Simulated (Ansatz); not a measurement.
Input file:

```yaml
crystal:
  periodic: [false, false, false]
  atoms:
    - {symbol: Al, position_ang: [0.000000, -0.205088, 2.032524]}
    - {symbol: Ga, position_ang: [0.000000, 0.111802, -0.338783]}
    - {symbol: O, position_ang: [0.000000, -0.204871, -2.144071]}
    - {symbol: H, position_ang: [0.000000, 1.008195, 3.059873]}
basis:
  gaussian: {orbitals: STO-3G}
magnetization: {spin_polarized: false, initial_magnetization: 1}
correlation: {method: fic_mrcisd_q_relaxed, electrons: all, active_space: {window: {electrons: 3, orbitals: 8}, states: [{multiplicity: 2, weights: [0.5, 1]}, {multiplicity: 4, weights: [1]}]}}
```

```sh
$ ansatz run in.yaml --threads 1 --pin off --events-out ev --progress --plain --max-ram 2393MiB
```

The program prints:

```
480 factors; integrals over basis functions are off by at most 4.3e-8 eV
mean field evaluation 1: about -60237.5412 eV, gradient 4.3e1 eV
mean field evaluation 2: about -60237.5732 eV, gradient 4.3e1 eV
mean field evaluation 4: about -60249.7868 eV, gradient 7.4e0 eV
mean field evaluation 8: about -60250.3463 eV, gradient 7.4e-1 eV
mean field evaluation 16: about -60250.4088 eV, gradient 5.0e-1 eV
mean field evaluation 32: about -60250.7898 eV, gradient 1.1e-3 eV
mean field evaluation 64: about -60253.0485 eV, gradient 3.7e-1 eV
mean field evaluation 96: about -60253.0850 eV, gradient 1.8e-1 eV
mean field evaluation 128: about -60253.0742 eV, gradient 2.4e-1 eV
mean field evaluation 160: about -60253.0851 eV, gradient 3.1e-2 eV
...
mean field -60253.08554861 eV, -2214.2600529033 hartree, gradient 2.6e-6 eV, S^2 0.750000; 18 other end points of the search recorded, 0 dependent functions left out
reference -60253.08554861 eV, -2214.2600529033 hartree; 27, 26 occupied and 6, 7 virtual orbitals, 480 factors
state -60254.72997838 eV, -2214.3204845824 hartree
state -60254.62196893 eV, -2214.3165153084 hartree
...
state -60254.72997838 eV, -2214.3204845824 hartree; corrected -60259.66516428 eV, -2214.5018493192 hartree
...
state -60254.62196893 eV, -2214.3165153084 hartree; corrected -60259.30575893 eV, -2214.4886414163 hartree
state -60254.74459814 eV, -2214.3210218490 hartree
...
state -60254.74459814 eV, -2214.3210218490 hartree; corrected -60259.82766845 eV, -2214.5078212374 hartree
state -60254.88136139 eV, -2214.3260478056 hartree
state -60254.30061950 eV, -2214.3047059348 hartree
...
state -60254.88136139 eV, -2214.3260478056 hartree; corrected -60259.94470384 eV, -2214.5121222087 hartree
...
state -60254.30061950 eV, -2214.3047059348 hartree; corrected -60259.33921428 eV, -2214.4898708776 hartree
state -60254.40348891 eV, -2214.3084863159 hartree
...
contracted CI cycle  15: correlation -3.68907431 eV, -0.1355709803 hartree, residual 1.78e-2 eV
contracted CI cycle  16: correlation -3.68908394 eV, -0.1355713344 hartree, residual 1.27e-2 eV
contracted CI cycle  17: correlation -3.68908875 eV, -0.1355715110 hartree, residual 9.03e-3 eV
contracted CI cycle  18: correlation -3.68909170 eV, -0.1355716194 hartree, residual 6.86e-3 eV
contracted CI cycle  19: correlation -3.68909293 eV, -0.1355716646 hartree, residual 3.77e-3 eV
contracted CI cycle  20: correlation -3.68909332 eV, -0.1355716790 hartree, residual 2.61e-3 eV
contracted CI cycle  21: correlation -3.68909354 eV, -0.1355716869 hartree, residual 1.95e-3 eV
contracted CI cycle  22: correlation -3.68909366 eV, -0.1355716915 hartree, residual 1.58e-3 eV
contracted CI cycle  23: correlation -3.68909373 eV, -0.1355716941 hartree, residual 1.21e-3 eV
contracted CI cycle  24: correlation -3.68909377 eV, -0.1355716957 hartree, residual 8.89e-4 eV
state -60254.40348891 eV, -2214.3084863159 hartree; corrected -60259.38531312 eV, -2214.4915649786 hartree
state -60254.72997838 eV, -2214.3204845824 hartree; corrected -60259.66516428 eV, -2214.5018493192 hartree
state -60254.62196893 eV, -2214.3165153084 hartree; corrected -60259.30575893 eV, -2214.4886414163 hartree
state -60254.74459814 eV, -2214.3210218490 hartree; corrected -60259.82766845 eV, -2214.5078212374 hartree
Total energy: -60259.58640381 eV, -2214.4989549253 hartree
```

The total printed last is the weighted mean of the 3 states, 0.241 eV above the lowest of them, and is no single state's energy.

Ran on 1 thread of Arm Neoverse V2, shared host: 43 s wall, 0.32 GiB peak host memory.
